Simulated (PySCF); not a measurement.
Geometries of 2 isomers of C3H8O2, from PySCF 2.14.0, PBE0-D3(BJ)/def2-SVP geometry optimisation, gas phase. One conformer each, no zero-point energy, no frequencies.

Question: Which isomer lies lower at this level?
A.
```xyz
13
angstrom
C     -1.200    0.674   -0.016
C     -0.261   -0.519   -0.011
O      0.139   -0.856    1.305
C      1.043   -0.236   -0.743
O      1.762    0.781   -0.108
H     -2.088    0.484    0.608
H     -1.552    0.895   -1.035
H     -0.676    1.561    0.370
H     -0.755   -1.384   -0.499
H     -0.636   -0.842    1.876
H      1.624   -1.178   -0.797
H      0.835    0.084   -1.777
H      1.765    0.535    0.827
```
B.
```xyz
13
angstrom
C     -1.551   -0.980   -0.287
O     -0.971   -0.135    0.669
C     -0.328    0.966    0.125
O      0.797    0.646   -0.621
C      1.846    0.113    0.141
H     -2.328   -0.453   -0.875
H     -2.025   -1.814    0.249
H     -0.803   -1.382   -0.991
H     -0.066    1.612    0.985
H     -0.995    1.517   -0.566
H      2.201    0.836    0.902
H      1.548   -0.813    0.662
H      2.675   -0.113   -0.544
```

Answer: A. That is 1,2-propanediol, `C[C@H](O)CO`, 15.2 kcal/mol below the other.

```json
{"SMILES": "C[C@H](O)CO", "atoms numbered as above": "[CH3:1][C@H:2]([OH:3])[CH2:4][OH:5]", "E (Eh)": "-269.07550", "relative (kcal/mol)": "0.0", "relative (kJ/mol)": "0.0", "dipole (D)": "2.48"}
{"SMILES": "COCOC", "atoms numbered as above": "[CH3:1][O:2][CH2:3][O:4][CH3:5]", "E (Eh)": "-269.05127", "relative (kcal/mol)": "15.2", "relative (kJ/mol)": "63.6", "dipole (D)": "0.28"}
```

As drawn, the lower has an O–H bond, which the higher lacks.
